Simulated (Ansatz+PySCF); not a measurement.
## doublet OH: levels of theory in one basis

| atom | x (Å) | y (Å) | z (Å) |
| --- | --- | --- | --- |
| O | 0.0000 | 0.0000 | -0.1627 |
| H | 0.0000 | 0.0000 | 1.3019 |

Basis set: cc-pVDZ (spherical functions). Left uncorrelated: 1 orbital. Correlation on ROHF uses semicanonical orbitals with singles. Charge 0, multiplicity 2.

Computed with Ansatz (development build ahead of 0.2.0); each method stands on the lowest determinant of its kind that the runs found. NEVPT2 correlates all electrons. Active spaces start from the frontier orbitals, and the lowest solution found is given.

| method | E − E(ROHF) (eV) | <S²> of the determinant |
| --- | --- | --- |
| ROHF | 0.00 | 0.75 |
| UHF | -0.64 | 1.22 |
| ROHF-MP2 | -4.64 | – |
| UHF-MP2 | -4.17 | 1.22 |
| ROHF-CCSD | -5.24 | – |
| UHF-CCSD | -5.23 | 1.22 |
| ROHF-CCSD(T) | -5.35 | – |
| UHF-CCSD(T) | -5.33 | 1.22 |
| CASSCF(7,5) | -1.64 | – |
| CASSCF(3,3) | -1.60 | – |
| SC-NEVPT2(3,3) | -5.03 | – |
| SC-NEVPT2(7,5) | -4.80 | – |

What does full CI (lowest root of this spin) give on the same scale?

-5.38 eV.

At such a shape the full CI root can have another spatial symmetry than the determinants, so the rows needn't describe one state.

The restricted and unrestricted rows may stand on different electronic states: another unrestricted solution lies nearer the restricted one.

Caution for ROHF, ROHF-MP2, ROHF-CCSD, ROHF-CCSD(T): an unrestricted determinant lies well below. Caution for UHF, UHF-MP2, UHF-CCSD, UHF-CCSD(T): the unrestricted determinant is spin contaminated. Caution for ROHF-MP2, UHF-MP2, ROHF-CCSD, UHF-CCSD, ROHF-CCSD(T), UHF-CCSD(T): bonds are stretched, where a single reference can fail. Caution for UHF-MP2: another reference gives a lower total. Caution for CASSCF(3,3): other starts end on other solutions of this active space.
